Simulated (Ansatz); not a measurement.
A calculation with Ansatz (development build ahead of 0.2.0).

```yaml
crystal:
  periodic: [false, false, false]
  atoms:
    - { symbol: "N", position_ang: [0.15659, 0.01646, -0.03082] }
    - { symbol: "N", position_ang: [1.13927, -0.1019, -0.3804] }
    - { symbol: O, position_ang: [0.32852, 3.2748, 0.56002] }
basis:
  gaussian: { orbitals: def2-SVP }
magnetization:
  spin_polarized: true
  initial_magnetization: 2
hamiltonian:
  xc: hf
output:
  forces: true
```

The input is written out in the form of the current development build from the run's settings.

Results

* Converged: yes
* Total energy: -183.57237 hartree
* Spin squared of the determinant: 2.005
* Stability test: minimum

Forces (eV/Å):
```
atom      Fx      Fy      Fz
  N1  -4.833   0.567   1.716
  N2   4.833  -0.586  -1.720
  O3   0.000   0.019   0.004
```
